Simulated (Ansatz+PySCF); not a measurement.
A calculation with Ansatz (development build ahead of 0.2.0).

```yaml
crystal:
  periodic: [false, false, false]
  atoms:
    - { symbol: "N", position_ang: [0.0, 0.0, -0.97088] }
    - { symbol: "N", position_ang: [0.0, 0.0, 0.97088] }
basis:
  gaussian: { orbitals: STO-3G }
total_charge: 1
magnetization:
  spin_polarized: true
  initial_magnetization: 1
hamiltonian:
  xc: pbe0
scf:
  omitted_lower_state_checks: [starts, atomic_configurations, cluster_reference, orbital_swaps, given_window_search, neighbouring_geometries, increment]
output:
  forces: true
```

The input is written out in the form of the current development build from the run's settings.

Output:

- Converged: yes
- Total energy: -107.30852 hartree
- Spin squared of the determinant: 2.651
- Stability test: minimum

Forces (eV/Å):
| atom | Fx | Fy | Fz |
| --- | --- | --- | --- |
| N1 | 0.000 | 0.000 | 2.812 |
| N2 | 0.000 | 0.000 | -2.812 |

Caution: the unrestricted determinant is a mixture of spin states.
